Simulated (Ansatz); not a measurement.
# BH4NO: the cost of one run

Program: Ansatz 0.2.0. Level of theory: RKS PBE0-D4/def2-SVP. These are calculated values, not measurements.

1 further run of the same task is left out (it didn't finish).

### 1 The system as given

Bond lengths: B1–O2 1.610 Å, O2–H3 1.010 Å, B1–N5 1.550 Å, N5–H6 1.060 Å, N5–H7 1.060 Å. Angles: B1–O2–H3 75.9°, O2–B1–N5 155.0°, B1–N5–H6 120.0°, B1–N5–H7 120.0°, H6–N5–H7 120.0°.

Structure file:

```xyz
7

B     0.0000    0.0000    0.0000
O     0.9238    0.0000    1.3186
H     0.0143   -0.2814    1.6557
H     1.3899    0.0000    0.0173
N    -1.3423    0.0000   -0.7750
H    -2.0112   -0.8164   -0.6764
H    -1.5914    0.8164   -1.4036
```

### 2 Pulling towards end A

Springs on the bonds that form and break draw the guess towards this end; the thresholds are loose.

The input, input.yaml:

```yaml
crystal:
  periodic: [false, false, false]
  atoms:
    - { symbol: B, position_ang: [0.0, 0.0, 0.0] }
    - { symbol: O, position_ang: [0.9238, 0.0, 1.3186] }
    - { symbol: H, position_ang: [0.0143, -0.2814, 1.6557] }
    - { symbol: H, position_ang: [1.3899, 0.0, 0.0173] }
    - { symbol: "N", position_ang: [-1.3423, 0.0, -0.775] }
    - { symbol: H, position_ang: [-2.0112, -0.8164, -0.6764] }
    - { symbol: H, position_ang: [-1.5914, 0.8164, -1.4036] }
basis:
  gaussian: { orbitals: def2-SVP }
hamiltonian:
  xc: pbe0
  dispersion: d4
relax:
  f_tol: 0.15
  max_steps: 25
  restrain:
    - { distance: [1, 3], at: 2.21, k: 30.0 }
    - { distance: [0, 1], at: 1.41, k: 30.0 }
    - { distance: [0, 3], at: 1.19, k: 30.0 }
output:
  orbitals: {}
```

Launch:

```console
ansatz run input.yaml --threads 1 --pin off --max-ram 2048MiB --backend cpu --events-out ev --progress --plain --runs-dir out
```

**Question.** How long does this run take on 1 thread of Intel Xeon 6975P-C (Granite Rapids), shared host, and how much memory does it need?

About 8.8 s, with a peak of 0.15 GiB.
